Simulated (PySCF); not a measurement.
Dipole moment and polarisability of `c1cc[pH]c1`

Compound: C4H5P.
Cartesian coordinates in Å at the GFN2-xTB level; atoms count from 1:
```xyz
10
C4H5P angstrom
C     -0.3689   -1.0564    0.2662
C      0.9743   -0.6147    0.0022
C      1.0561    0.6609   -0.4201
P     -0.5827    1.3678   -0.6821
C     -1.3061   -0.1156    0.0456
H     -0.5777   -2.0495    0.6323
H      1.8247   -1.2599    0.1588
H      1.9657    1.1759   -0.6781
H     -0.6097    2.1443    0.4772
H     -2.3666   -0.2483    0.1754
```

Level: B3LYP/def2-SVPD (PySCF), static field, nuclei fixed, core orbitals frozen in the response. The polarisability tensor in these axes (au):

```
x   73.24 -4.54 -0.81
y   -4.54 79.88 -9.72
z   -0.81 -9.72 51.58
```

Task: Give the principal values, the mean and the anisotropy Δα = √{½[(α1 − α2)² + (α2 − α3)² + (α1 − α3)²]}.

Result: Principal values 48.38, 71.90 and 84.41 au; mean 68.23 au = 10.11 Å³ = 11.25 × 10⁻⁴⁰ C²·m²/J; Δα = 31.68 au (46 % of the mean).

Task: What is the dipole moment, and where does it point?

Result: (0.26, -0.40, 0.66) D, 0.82 D in size, pointing from the negative to the positive side. Measured along this direction, the outermost atoms are P4 at the negative end and H7 and H6 at the positive end.

Task: How large is μ²/3kT at 500 K beside α?

Result: In Gaussian units μ²/3kT = 3.25 Å³ against 10.11 Å³, a ratio of 0.32; the Debye molar polarisation (4π/3)N_A(α + μ²/3kT) is 33.7 cm³/mol, leaving out the vibrational part.

Task: Refractivity n − 1 of an ideal gas of it at 298.15 K and 1 atm, from the electronic α?

Result: N = p/kT = 2.4615 × 10¹⁹ cm⁻³, so n − 1 = 2π × N × 10.11 × 10⁻²⁴ cm³ = 1564 × 10⁻⁶ at long wavelengths.

Task: Rayleigh depolarisation ratio (linearly polarised light, static tensor)?

Result: ρ = 3Δα²/(45ᾱ² + 4Δα²) = 3011.8/(209493 + 4015.7) = 0.0141.

Task: Traceless (Buckingham) quadrupole moment about the centre of nuclear charge: eigenvalues?

Result: -5.42, 1.84, 3.58 D·Å. The values depend on the origin, since the dipole doesn't vanish. The electronic extent ⟨r²⟩ about the same centre is 425 bohr², a root-mean-square distance of 1.64 Å for the 44 electrons.

Task: Find the Langevin capture rate constant for H3+ (3.023 u) meeting this molecule (84.013 u), k = 2.342 × 10⁻⁹ cm³/s × √(α in Å³ / reduced mass in u).

Result: The reduced mass is 2.92 u, so k = 4.36 × 10⁻⁹ cm³/s. The formula leaves out the permanent dipole, which adds to the capture rate.

Isolated species at its GFN2-xTB geometry, gas phase.

The run behind these numbers computed excited states as well. Hardware: one thread, x86-64 server (shared host). Cost: 12 s wall.
